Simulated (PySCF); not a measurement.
Geometries of 2 isomers of [C4H5O]- (charge -1), from PBE0-D3(BJ)/def2-SVP geometry optimisation, gas phase (PySCF). One conformer each, no zero-point energy, no frequencies.

Question: Which isomer lies lower at this level?
A.
```xyz
10
angstrom
C     -2.200    0.932   -0.289
C     -1.001    0.365    0.024
C      0.318    0.870   -0.142
C      1.460    0.141    0.239
O      1.545   -0.989    0.750
H     -2.263    1.929   -0.743
H     -3.145    0.413   -0.099
H     -1.014   -0.638    0.477
H      0.469    1.863   -0.584
H      2.425    0.707    0.028
```
B.
```xyz
10
angstrom
C     -1.840    0.098   -0.128
C     -0.627   -0.081   -0.668
C      0.634    0.308    0.069
C      1.794    0.047   -0.654
O      0.516    0.809    1.217
H     -1.878    0.540    0.874
H     -2.771   -0.175   -0.639
H     -0.523   -0.519   -1.670
H      1.756   -0.398   -1.653
H      2.775    0.285   -0.227
```

Answer: A. That is `C=C/C=C\[O-]`, 10.8 kcal/mol below the other.

| SMILES | atoms numbered as above | E (Eh) | relative (kcal/mol) | relative (kJ/mol) | dipole about centre of mass (D) |
| --- | --- | --- | --- | --- | --- |
| C=C/C=C\[O-] | [CH2:1]=[CH:2]/[CH:3]=[CH:4]\[O-:5] | -230.21029 | 0.0 | 0.0 | 1.33 |
| C=CC(=C)[O-] | [CH2:1]=[CH:2][C:3](=[CH2:4])[O-:5] | -230.19304 | 10.8 | 45.3 | 3.15 |
